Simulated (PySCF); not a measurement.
# Trend along the third period: MC molecules

PBE0 with double-zeta basis sets in PySCF, for the lowest determinant that a PBE0 search found; no spin–orbit coupling. De refers to high-spin ground-configuration atoms. A positive dipole means M(−)C(+).

| M | basis | state (unpaired electrons) | Re (Å) | ωe (cm⁻¹) | De (eV) | μ (D) |
| --- | --- | --- | --- | --- | --- | --- |
| Na | cc-pVDZ | quartet (σ ↑, π ↑↑) | 2.236 | 431 | 1.95 | -7.26 |
| Al | def2-SVPD | quartet (σ ↑, π ↑↑) | 1.973 | 641 | 3.60 | -1.70 |
| Si | cc-pV(D+d)Z/cc-pVDZ | triplet (σ ↑, π ↑) | 1.719 | 987 | 4.31 | -1.42 |
| S | cc-pVDZ/cc-pV(D+d)Z | singlet (closed shell) | 1.541 | 1336 | 7.19 | -1.78 |
| Cl | def2-SVPD | doublet (π ↑) | 1.659 | 883 | 4.27 | -1.43 |

The shortest bond is that of CS (1.541 Å), the longest that of NaC (2.236 Å). CS is bound most strongly (7.19 eV) and NaC least (1.95 eV).

The rows differ in basis set, which adds steps of its own.

The state changes along the series, so neighbouring rows are not always alike in their bonding.

States were picked by a PBE0 search and need not be the measured ground states.
